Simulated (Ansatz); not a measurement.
A trace of molecular dynamics of C₂HSi (4 atoms, charge -1, multiplicity 1).

These are results of RHF/def2-SVP in Ansatz 0.2.0, not measurements.

```yaml
ensemble: NVT, Nosé–Hoover chain
set_temperature: 300 K
thermostat: time constant 100 fs, chain length 3 (defaults)
seed: 946526
```

| time (fs) | T (K) | potential energy less start (eV) | conserved less start (meV/atom) |
| --- | --- | --- | --- |
| 0.0 | 300 | 0.000 | 0.00 |
| 15.0 | 661 | 0.151 | 61.14 |
| 30.0 | 656 | 2.761 | 728.34 |
| 45.0 | 104078 | 8.867 | 227899.68 |
| 60.0 | 990 | 4.940 | 227917.45 |
| 75.0 | 166 | 4.383 | 227885.98 |
| 90.0 | 71 | 4.299 | 227881.81 |
| 105.0 | 42 | 4.279 | 227880.89 |
| 120.0 | 22 | 4.275 | 227880.81 |
| 135.0 | 12 | 4.274 | 227880.80 |
| 150.0 | 6 | 4.274 | 227880.80 |
| 165.0 | 4 | 4.273 | 227880.81 |
| 180.0 | 3 | 4.273 | 227880.80 |
| 195.0 | 3 | 4.272 | 227880.80 |
| 210.0 | 4 | 4.271 | 227880.80 |
| 225.0 | 5 | 4.270 | 227880.79 |
| 240.0 | 7 | 4.268 | 227880.79 |
| 255.0 | 10 | 4.265 | 227880.79 |
| 270.0 | 15 | 4.262 | 227880.78 |
| 285.0 | 21 | 4.258 | 227880.78 |
| 300.0 | 29 | 4.252 | 227880.78 |
| 315.0 | 38 | 4.245 | 227880.78 |
| 330.0 | 49 | 4.237 | 227880.78 |
| 345.0 | 58 | 4.228 | 227880.78 |
| 360.0 | 61 | 4.221 | 227880.78 |

Problem. Is this trajectory sound?

Solution. The conserved energy changed by up to 230000 meV per atom, so the integration failed: the time step of 3 fs is too long for the fastest motions that this run met, and the later frames carry no physical meaning.

Time of the run: 31 s on 1 CPU thread of a shared host.
